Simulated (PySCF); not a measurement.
## Which is lower?

The two ends of one reaction step of CH6SSi, closed shell (PBE0-D4/def2-TZVP).

A:

Si1  (-0.627, -0.468, -0.121)
C2  (0.238, 1.027, 0.582)
S3  (0.734, -2.042, -0.631)
H4  (1.379, -1.331, -1.571)
H5  (-1.426, -0.075, -1.313)
H6  (-1.527, -1.094, 0.881)
H7  (-0.491, 1.793, 0.860)
H8  (0.815, 0.758, 1.468)
H9  (0.920, 1.460, -0.153)
(Å)

B:

Si1  (-1.391, -1.189, 0.099)
C2  (1.102, 0.994, -0.066)
S3  (-0.808, -2.881, -0.644)
H4  (1.212, -0.003, -0.497)
H5  (-2.149, -0.150, -0.644)
H6  (-1.197, -0.761, 1.507)
H7  (0.091, 1.372, -0.229)
H8  (1.314, 0.958, 1.001)
H9  (1.805, 1.667, -0.557)
(Å)

Computed with PySCF 2.14 with density fitting (its default auxiliary sets; JK sets also for MP2 and CCSD(T)) (basis: def2-TZVPP); correlated methods freeze the cores. B3LYP uses VWN-RPA correlation.

(1) Which structure is lower at CCSD(T), and by how much? (Judge from chemistry; the value comes from the calculation.)

No T1 diagnostic of these runs exceeds 0.015.

Answers

(1) By the calculation: A, by 24.89 kcal/mol (electronic energy, against the other). By their contacts, A is CH₆SSi ([CH3][SiH2][SH]) and B is a complex of SiH₂S ([SiH2][S]) + CH₄.

All methods give the same order:

| method | E(B) − E(A) (kcal/mol) |
| --- | --- |
| SPW92 | 29.22 |
| PBE-D4 | 24.27 |
| r2SCAN-D4 | 25.64 |
| PBE0-D4 | 27.18 |
| B3LYP-D4 | 23.33 |
| BHLYP-D4 | 26.24 |
| wB97M-V | 26.31 |
| HF | 25.42 |
| MP2 | 25.19 |
| CCSD | 25.78 |
| CCSD(T) | 24.89 |

Labels in which every atom is bracketed show which atoms are joined, not bond orders.

For scale, one of the runs: CCSD(T)/def2-TZVPP, 199 basis functions, launched by `OMP_NUM_THREADS=4 python run.py`. Hardware: 4 CPU threads of an Arm Neoverse V1, shared host. Wall time 5.2 min; peak host memory 2.1 GiB.
